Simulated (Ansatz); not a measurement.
hcp Mg was calculated with r²SCAN0 (Ansatz, a program for electronic structure, PAW).

Run with plane-wave cutoff 520 eV, 12×12×6 k mesh (along the axes of the cell as run), Fermi–Dirac smearing 0.05 eV, scalar-relativistic PAW data made under PBE.

Computed at the level's own relaxed cell.

Problem. Predict the lattice constant a and lattice parameter c.

Solution. 
- lattice constant a: 3.185 Å
- lattice parameter c: 5.134 Å

Measured, for comparison: lattice constant a 3.209 Å, lattice parameter c 5.210 Å (293 K, not corrected to a static lattice; as tabulated in Wikipedia's data pages). Computed (rounded) less measured: lattice constant a -0.7 %, lattice parameter c -1.5 %. A static lattice is as a rule a little smaller and stiffer than an uncorrected measurement, which narrows the difference in the lattice constant a, lattice parameter c and would widen misses of the other sign.
